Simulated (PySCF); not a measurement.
These are PySCF 2.14.0 with TPSSh-D3(BJ)/def2-TZVP // PBE0-D3(BJ)/def2-TZVP values and carry that method's errors. All species are isolated molecules in the gas phase. Delta-SCF ions had no search for a lower state. 

Reference species (SMILES): `C` (neutral, multiplicity 1).

```yaml
vertical ionisation energy (Delta-SCF): 14.04 eV
adiabatic ionisation energy (no zero-point term): 12.58 eV
```

Changed species: `[ZnH2]`.

### Question
What does the change do to the vertical ionisation energy (Delta-SCF) and adiabatic ionisation energy (no zero-point term)?

### Answer
the vertical ionisation energy (Delta-SCF) drops by 3.47 eV, to 10.57 eV; the adiabatic ionisation energy (no zero-point term) decreases by 2.12 eV, to 10.46 eV.
